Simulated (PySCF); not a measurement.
Compound: n-BuOMe, C₅H₁₂O.
SMILES: `CCCCOC`

A linear-response calculation (PySCF, def2-SVPD basis, gas phase, vertical, core orbitals frozen in the response) gave these numbers; the functional is withheld.

Orbital energies (eV): HOMO-3 -9.49, HOMO-2 -9.08, HOMO-1 -9.00, HOMO -7.41, LUMO 0.80, LUMO+1 1.04, LUMO+2 1.49.

```
state  E (eV)       f  main configurations (H = HOMO, L = LUMO)
   S1    6.98   0.032                    H→L (81%), H→L+1 (17%)
   S2    7.52  0.0012                    H→L+1 (73%), H→L (15%)
   S3    7.89   0.016                               H→L+2 (83%)
   S4    8.05  0.0030                  H→L+3 (64%), H→L+5 (23%)
   S5    8.13   0.038                               H→L+4 (96%)
   S6    8.54  0.0022                  H→L+5 (67%), H→L+3 (22%)
```

Triplets, Tamm–Dancoff:

```tsv
state	E (eV)	λ (nm)	main configurations (H = HOMO, L = LUMO)
T1	6.79	182.5	H→L (74%), H→L+1 (21%)
T2	7.45	166.5	H→L+1 (60%), H→L (18%), H→L+2 (13%)
T3	7.70	161.1	H→L+3 (44%), H→L+5 (26%), H→L+2 (11%)
T4	7.84	158.2	H→L+2 (68%), H→L+5 (13%)
```

Vertical ionisation energy by ΔSCF with the same functional: 9.63 eV. Mean static polarisability: 70.0 au.

Task: Name the functional.
A. CAM-B3LYP
B. HF
C. PBE0
D. PBE

Result: C. PBE0 is a global hybrid with 25% exact exchange. In this run −ε(HOMO) = 7.41 eV differs from the ΔSCF value by -2.23 eV, and S1 differs from the orbital gap of 8.20 eV by -1.22 eV. The ratio −ε(HOMO)/IP is 0.77. Usual ranges for neutral molecules in this basis: 0.7 to 0.83 with PBE0, 0.5 to 0.7 with PBE, 0.85 to 0.93 with CAM-B3LYP; Hartree–Fock can't fall below 1, since the ion's relaxation only lowers the ΔSCF value. The other options: PBE, a GGA without exact exchange; HF, time-dependent Hartree–Fock, 100% exact exchange; CAM-B3LYP, range-separated, 19% exact exchange at short range and 65% at long range (ω = 0.33 bohr⁻¹).

The calculation used PySCF 2.14.0, density-fitted response routines, TDDFT PBE0/def2-SVPD, vertical, gas phase, core orbitals frozen in the response. Isolated species at its PBE0-D3(BJ)/def2-SVP geometry (one conformer only).

The values belong to the conformer `[CH3:1][CH2:2][CH2:3][CH2:4][O:5][CH3:6]`: C1–C2–C3–C4 180°, C2–C3–C4–O5 180°, C3–C4–O5–C6 180°.
